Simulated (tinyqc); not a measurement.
Stretching all distances: RHF, UHF, MP2, CISD and CCSD against full CI in the sto-3g basis, for HF, spin multiplicity 1. Computed by the program tinyqc with PySCF. All coordinates are multiplied by the scale. c0^2 is the weight of the RHF determinant in the lowest singlet FCI state (UHF is spin-contaminated and may lie near states of higher spin) and n(LUMO) the first natural occupation beyond the occupied space.

Geometry (angstrom):

| atom | x | y | z |
|---|---|---|---|
| F | 0.0000 | 0.0000 | 0.0000 |
| H | 0.0000 | 0.0000 | 0.7890 |

Full CI energy (hartree) and errors against it (kcal/mol):

| scale | distance 1-2 (angstrom) | E(FCI) | RHF | UHF | MP2 | CISD | CCSD | <S^2> UHF | c0^2 | n(LUMO) |
|---|---|---|---|---|---|---|---|---|---|---|
| 0.980 | 0.773 | -98.52631 | 10.416 | 10.416 | 2.979 | 0.000 | 0.000 | 0.000 | 0.992 | 0.015 |
| 1.220 | 0.963 | -98.60228 | 18.510 | 18.510 | 6.326 | 0.000 | 0.000 | 0.000 | 0.981 | 0.037 |
| 1.460 | 1.152 | -98.58701 | 30.759 | 30.759 | 11.988 | 0.000 | 0.000 | 0.000 | 0.958 | 0.082 |
| 1.700 | 1.341 | -98.54974 | 47.764 | 37.318 | 20.288 | 0.000 | 0.000 | 0.448 | 0.918 | 0.162 |
| 2.170 | 1.712 | -98.48845 | 93.453 | 17.026 | 41.503 | 0.000 | 0.000 | 0.879 | 0.788 | 0.421 |
| 2.410 | 1.901 | -98.47151 | 119.391 | 9.095 | 50.727 | 0.000 | 0.000 | 0.945 | 0.714 | 0.568 |

Estimate the missing row, scale = 1.93.

Computed row:
```
scale  distance 1-2 (angstrom)     E(FCI)     RHF     UHF     MP2   CISD   CCSD  <S^2> UHF   c0^2  n(LUMO)
1.930                    1.523  -98.51544  68.451  28.147  30.333  0.000  0.000      0.738  0.861    0.276
```

UHF parts from RHF first at scale 1.7 of those listed, where <S^2> leaves zero. The weight c0^2 goes from 0.99 to 0.71 and n(LUMO) from 0.01 to 0.57: static correlation grows as the bonds break into open-shell fragments. The spread of the error along the curve, which distorts its shape, is CISD 0.0, CCSD 0.0, UHF 28.2, MP2 47.7, RHF 109.0 kcal/mol. With one virtual orbital CISD and CCSD are exact.
